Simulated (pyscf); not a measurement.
Thermochemistry of product channels of H₃C–Zn–SH on the singlet surface, in eV, from CCSD(T)/def2-TZVPP + ΔMP2(QZVPP) energies (ideal gas, 1 atm, RRHO with modes under 100 cm⁻¹ raised to 100, one conformer, R ln 2 for chiral ones without a mode under 150 cm⁻¹). Optimised with ωB97X-D3(BJ)/def2-SVP in PySCF. Correlated levels are frozen-core, on RHF or UHF. ΔMP2 is the change of the MP2 total energy from the triple- to the quadruple-zeta basis.

| products | ΔE | ΔH(298 K) | ΔG(298 K) | ΔG(1200 K) |
|---|---|---|---|---|
| H₃C–S–ZnH | +0.69 | +0.69 | +0.71 | +0.81 |
| methane (CH₄) + S=Zn | +2.13 | +2.18 | +1.86 | +1.03 |

These are energies of the channels, which say nothing of barriers. The CCSD(T) − MP2 part came from Ansatz, without density fitting, on the same reference. The frozen core leaves the outer d or s,p core shells of the metals and heavy elements correlated in the MP2 and CC values, and def2-TZVPP describes them poorly, which can shift differences by a few kcal/mol. Elements up to Kr have no core potential and no relativistic terms here.
